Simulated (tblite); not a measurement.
Species: C3H2O.
Bonds: O1–C2 (double), C2–C3, C3–C4 (double), C2–C4. Hydrogens: H5 on C3; H6 on C4.

Structure optimised with GFN2-xTB, isolated species.

(1) List the bond lengths and angles at this level.

## Answers

(1) 
| bond | length (bohr) | order |
| --- | --- | --- |
| O1=C2 | 2.248 | double |
| C2–C3, C2–C4 | 2.705 | aromatic |
| C3–C4 | 2.549 | aromatic |
| C3–H5, C4–H6 | 2.017 | single |

Bonds in one row agree within 0.02 bohr and their mean is given. Orders are formal, as drawn. A selection of angles:
| angle | degrees |
| --- | --- |
| O1–C2–C3 | 151.9 |
| C3–C2–C4 | 56.2 |
| C2–C3–C4 | 61.9 |
| C2–C3–H5 | 153.3 |
| C4–C3–H5 | 144.8 |

The 4 heavy atoms lie in one plane (0.000 Å rms). The 3 C–C bonds span 1.349 Å (C3–C4, drawn aromatic) to 1.431 Å (C2–C3, drawn aromatic), a spread of 0.082 Å. The 3-membered ring C2–C3–C4 has internal angles of 56.2° to 61.9°.

Point group: C2v (tolerance 0.08 Å). Its GFN2-xTB frequencies are all real (lowest 476 cm⁻¹).

Time: under 0.1 s of wall time. Hardware: an Arm Neoverse V2 with one thread, no GPU, shared host with 64 logical CPUs at a one-minute load of 21. That covers the optimisation of the geometry.

The numbers are calculated, not measured.
